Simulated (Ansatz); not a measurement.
Reactions of C4H6O (`C/C=C/C=O`).

Program: Ansatz. Geometries: PBE0-D4/def2-TZVP. ΔE: electronic, gas phase. CBS: MP2 limit from def2 TZ/QZ plus the TZ coupled-cluster correction, frozen cores. This one scheme is used for every species. Double bonds are as drawn, so ΔE can hold a change between cis and trans. DFT in def2-TZVPP. B3LYP here is the variant with VWN-RPA as its local correlation; programs differ in this. One conformer a species, not always the lowest.

```json
{"reaction": "`C/C=C/C=O` → `C=CC(=C)O`", "CCSD/CBS(def2) (kJ/mol)": "32", "B3LYP-D4 (kJ/mol)": "37", "PBE0-D4 (kJ/mol)": "36", "HF/CBS(def2) (kJ/mol)": "47"}
{"reaction": "`C/C=C/C=O` + HCl → `C/C=C/Cl` + `C=O`", "CCSD/CBS(def2) (kJ/mol)": "73", "B3LYP-D4 (kJ/mol)": "76", "PBE0-D4 (kJ/mol)": "77", "HF/CBS(def2) (kJ/mol)": "76"}
{"reaction": "`C/C=C/C=O` → `CC#COC`", "CCSD/CBS(def2) (kJ/mol)": "178", "B3LYP-D4 (kJ/mol)": "183", "PBE0-D4 (kJ/mol)": "183", "HF/CBS(def2) (kJ/mol)": "180"}
{"reaction": "`C/C=C/C=O` → `C1=CCOC1`", "CCSD/CBS(def2) (kJ/mol)": "31", "B3LYP-D4 (kJ/mol)": "49", "PBE0-D4 (kJ/mol)": "28", "HF/CBS(def2) (kJ/mol)": "47"}
```

(1) Give the CCSD(T)/CBS values in the same order. (Estimate.)

Largest T1 diagnostic: 0.015, for `C=O`.

Answers

(1) Computed: 31, 73, 180, 34 kJ/mol.
